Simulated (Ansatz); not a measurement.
Input for Ansatz (development build ahead of 0.2.0):

```yaml
crystal:
  periodic: [false, false, false]
  atoms:
    - { symbol: O, position_ang: [0.00491, -0.04802, -1.69516] }
    - { symbol: C, position_ang: [0.02622, -0.04103, -0.53705] }
    - { symbol: S, position_ang: [-0.04737, -0.00025, 1.02218] }
basis:
  gaussian: { orbitals: "6-31G" }
hamiltonian:
  xc: hf
```

The input is written out in the form of the current development build from the run's settings.

Results

- Converged: yes
- Total energy: -510.15364 hartree
- Spin squared of the determinant: 0.000
